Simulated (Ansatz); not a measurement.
The input, for Ansatz 0.2.0:

```yaml
crystal:
  periodic: [false, false, false]
  atoms:
    - {symbol: Br, position_ang: [0.000000, -0.024617, 0.000000]}
    - {symbol: H, position_ang: [0.000000, 0.975758, -1.045847]}
    - {symbol: H, position_ang: [0.000000, 0.975758, 1.045847]}
basis:
  gaussian: {orbitals: cc-pVDZ}
total_charge: 1
hamiltonian: {xc: {name: PBE-QIDH}}
correlation: {electrons: outside_noble_gas}
```

```sh
$ ansatz run in.yaml --threads 1 --pin off --events-out ev --progress --plain --max-ram 2393MiB
```

The program prints:

```
403 factors; integrals over basis functions are off by at most 8.4e-4 eV
mean field evaluation 1: about -70047.9031 eV, gradient 1.5e1 eV
mean field evaluation 2: about -70047.9042 eV, gradient 1.5e1 eV
mean field evaluation 4: about -70048.6115 eV, gradient 5.9e-1 eV
mean field evaluation 8: about -70048.6132 eV, gradient 4.0e-3 eV
mean field -70048.61324479 eV, -2574.2390560906 hartree, gradient 3.3e-6 eV, S^2 0.000000; 0 other end points of the search recorded, 0 dependent functions left out
14 core orbitals not correlated: weight in the atoms' cores, before any rotation towards them, 1.000 or more for the frozen orbitals, at most 0.000 for the correlated occupied ones
reference -70048.61325072 eV, -2574.2390563086 hartree; 4, 4 occupied and 19, 19 virtual orbitals, 403 factors
second order -4.04814891 eV of doubles, -0.00000000 eV of singles
Total energy: -70049.96263369 eV, -2574.2886452181 hartree
```

Ran on 1 thread of Arm Neoverse V2, shared host: 0.75 s wall, 0.08 GiB peak host memory.
